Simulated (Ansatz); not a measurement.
**C₂H₃Cl (SMILES C=CCl): functionals against CCSD(T) at one geometry**

How do the functionals fare away from a minimum? The structure is a structure displaced at random from a GFN2-xTB minimum.

Method: single points in def2-TZVPP; program: Ansatz 0.2.0, Gaussian basis.

Correlated methods freeze the cores. B3LYP uses VWN-RPA correlation.

**1. Starting geometry**

SMILES `C=CCl`, 6 atoms, charge 0, spin multiplicity 1.

Atoms are counted from 1 here; the program's logs count them from 0.

Bond lengths: C1–C2 1.333 Å, C1–H4 1.099 Å, C1–H5 1.060 Å, C2–Cl3 1.735 Å, C2–H6 1.080 Å. Angles: C2–C1–H4 121.2°, C2–C1–H5 119.0°, H4–C1–H5 119.8°, C1–C2–Cl3 122.3°, C1–C2–H6 123.8°, Cl3–C2–H6 113.8°.

Coordinates:

```xyz
6
C2H3Cl
C    -0.4568    0.2014   -0.5575
C     0.3730   -0.0089    0.4645
Cl    0.9005   -1.5982    0.9196
H    -0.8526   -0.6351   -1.1507
H    -0.7346    1.1960   -0.7973
H     0.8215    0.7821    1.0472
```

**2. CCSD(T)/def2-TZVPP**

run/in.yaml

```yaml
crystal:
  periodic: [false, false, false]
  atoms:
    - {symbol: C, position_ang: [-0.456800, 0.201400, -0.557500]}
    - {symbol: C, position_ang: [0.373000, -0.008900, 0.464500]}
    - {symbol: Cl, position_ang: [0.900500, -1.598200, 0.919600]}
    - {symbol: H, position_ang: [-0.852600, -0.635100, -1.150700]}
    - {symbol: H, position_ang: [-0.734600, 1.196000, -0.797300]}
    - {symbol: H, position_ang: [0.821500, 0.782100, 1.047200]}
basis:
  gaussian: {orbitals: def2-TZVPP}
correlation: {method: ccsd_t}
output: {forces: true}
```

No record of the launch command was kept for these runs.

**3. PBE0-D4/def2-TZVPP**

run/in.yaml, as its differences from that of step 2:

```diff
@@ -11,3 +11,3 @@
   gaussian: {orbitals: def2-TZVPP}
-correlation: {method: ccsd_t}
-output: {forces: true}
+hamiltonian: {xc: pbe0, dispersion: d4}
+output: {forces: true, orbitals: {seedname: orbitals}}
```

**4. wB97M-V/def2-TZVPP**

run/in.yaml, as its differences from that of step 3:

```diff
@@ -11,3 +11,3 @@
   gaussian: {orbitals: def2-TZVPP}
-hamiltonian: {xc: pbe0, dispersion: d4}
-output: {forces: true, orbitals: {seedname: orbitals}}
+hamiltonian: {xc: {name: wB97M-V}}
+output: {forces: true}
```

**5. r2SCAN-D4/def2-TZVPP**

run/in.yaml, as its differences from that of step 4:

```diff
@@ -11,3 +11,3 @@
   gaussian: {orbitals: def2-TZVPP}
-hamiltonian: {xc: {name: wB97M-V}}
+hamiltonian: {xc: r2scan, dispersion: d4}
 output: {forces: true}
```

**6. PBE-D4/def2-TZVPP**

run/in.yaml, as its differences from that of step 5:

```diff
@@ -11,3 +11,3 @@
   gaussian: {orbitals: def2-TZVPP}
-hamiltonian: {xc: r2scan, dispersion: d4}
+hamiltonian: {xc: pbe, dispersion: d4}
 output: {forces: true}
```

**7. wB97X-V/def2-TZVPP**

run/in.yaml, as its differences from that of step 6:

```diff
@@ -11,3 +11,3 @@
   gaussian: {orbitals: def2-TZVPP}
-hamiltonian: {xc: pbe, dispersion: d4}
+hamiltonian: {xc: {name: wB97X-V}}
 output: {forces: true}
```

**8. B3LYP-D4/def2-TZVPP**

run/in.yaml, as its differences from that of step 7:

```diff
@@ -11,3 +11,3 @@
   gaussian: {orbitals: def2-TZVPP}
-hamiltonian: {xc: {name: wB97X-V}}
+hamiltonian: {xc: {name: B3LYP}, dispersion: d4}
 output: {forces: true}
```

(Steps that only read results are left out.)

What does the calculation give? Wanted: energy less free atoms, CCSD(T)/def2-TZVPP; RMS force component; RMS force error; HOMO and LUMO, PBE0-D4; T1 diagnostic.

The runs gave:

```
                                  quantity                                                                                            value
energy less free atoms, CCSD(T)/def2-TZVPP                                                                                       -22.933 eV
                       RMS force component                                                             0.368 to 0.492 eV/Å over the methods
                           RMS force error  PBE0-D4 0.275, wB97M-V 0.283, r2SCAN-D4 0.209, PBE-D4 0.181, wB97X-V 0.268, B3LYP-D4 0.239 eV/Å
                    HOMO and LUMO, PBE0-D4                                                                               -7.55 and -0.35 eV
                             T1 diagnostic                                                                                            0.011
```

**Reading.** Against CCSD(T) the functionals' energies less atoms differ by -1.330 to -0.567 eV, PBE-D4 by -1.330 eV. CCSD(T) in triple zeta still lacks some correlation energy of the bonds, so part of these gaps is its own basis error and they don't rank the functionals. The forces of PBE-D4 come nearest to CCSD(T), those of wB97M-V are farthest. Frozen-core CCSD(T) forces in triple zeta carry basis errors of their own, and this is one geometry, so small gaps rank nothing. The restricted Hartree–Fock reference is unstable towards an unrestricted one at one or more of these structures.
